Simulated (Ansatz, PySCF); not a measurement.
System: C₂H₅O₂, charge 1, multiplicity 1. SMILES: C[OH+]C=O
Geometry: optimised at B3LYP-D3(BJ)/def2-TZVP (Ansatz, a quantum-chemistry and plane-wave program).

Unscaled harmonic wavenumbers (cm⁻¹) in rising order, each level at the stationary point that it reaches from this structure (no distance between atoms moves by over 0.3 Å); the order of modes can differ between levels, and a negative number is imaginary. B3LYP-D3(BJ)/def2-TZVP (PySCF, at the structure above): 68, 202, 240, 355, 546, 687, 813, 959, 1142, 1162, 1311, 1373, 1460, 1480, 1486, 1990, 3094, 3148, 3210, 3217, 3665.

HF/3-21G (Ansatz): 88, 214, 287, 490, 705, 764, 853, 1126, 1242, 1251, 1457, 1507, 1591, 1629, 1638, 2033, 3272, 3398, 3402, 3405, 3801. Zero-point energy 48.8 against 45.2 kcal/mol; where all levels lie over 400 cm⁻¹, the wavenumbers are on average 1.094 times those of B3LYP-D3(BJ)/def2-TZVP.

HF/6-31G* (Ansatz): 59, 213, 270, 337, 699, 763, 853, 1104, 1253, 1272, 1470, 1546, 1593, 1605, 1618, 2151, 3305, 3400, 3440, 3454, 3934. Zero-point energy 49.1 against 45.2 kcal/mol; where all levels lie over 400 cm⁻¹, the wavenumbers are on average 1.103 times those of B3LYP-D3(BJ)/def2-TZVP.

B3LYP/6-31G* (Ansatz): 68, 201, 244, 350, 581, 695, 819, 954, 1148, 1163, 1319, 1391, 1468, 1499, 1504, 1995, 3123, 3192, 3244, 3253, 3619. Zero-point energy 45.5 against 45.2 kcal/mol; where all levels lie over 400 cm⁻¹, the wavenumbers are on average 1.010 times those of B3LYP-D3(BJ)/def2-TZVP.
